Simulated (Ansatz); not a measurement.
A run of Ansatz (development build ahead of 0.2.0) on triplet CH2O at this shape:

```xyz
4

C    -0.0638   -0.1063    0.5225
O     0.0600    0.1295   -0.6255
H     0.1215    0.6508    1.3015
H    -0.3745   -1.0980    0.8895
```

Its results:

```yaml
Converged: yes
Reference_energy: -113.67539 hartree
Correlation_energy: -0.26443 hartree
Total_energy: -113.93982 hartree
Spin_squared_of_the_determinant: 2.015
Stability_test: minimum
```

Forces (eV/Å):
```
atom      Fx      Fy      Fz
  C1  -1.063  -2.038   9.891
  O2   1.006   1.920  -9.356
  H3   0.029   0.063  -0.264
  H4   0.027   0.055  -0.272
```

**Question.** Which input gives this output? Name the method, the orbitals and the basis set, and write the input.

**Answer.** UHF-MP2 in def2-SVP.

```yaml
crystal:
  periodic: [false, false, false]
  atoms:
    - { symbol: C, position_ang: [-0.06377, -0.10628, 0.52255] }
    - { symbol: O, position_ang: [0.06004, 0.12945, -0.6255] }
    - { symbol: H, position_ang: [0.12152, 0.65081, 1.30146] }
    - { symbol: H, position_ang: [-0.3745, -1.09799, 0.88955] }
basis:
  gaussian: { orbitals: def2-SVP }
magnetization:
  spin_polarized: true
  initial_magnetization: 2
hamiltonian:
  xc: hf
correlation:
  method: mp2
  frozen_orbitals: { C: 1, H: 0, O: 1 }
output:
  forces: true
```

Caution: another spin multiplicity may lie lower.
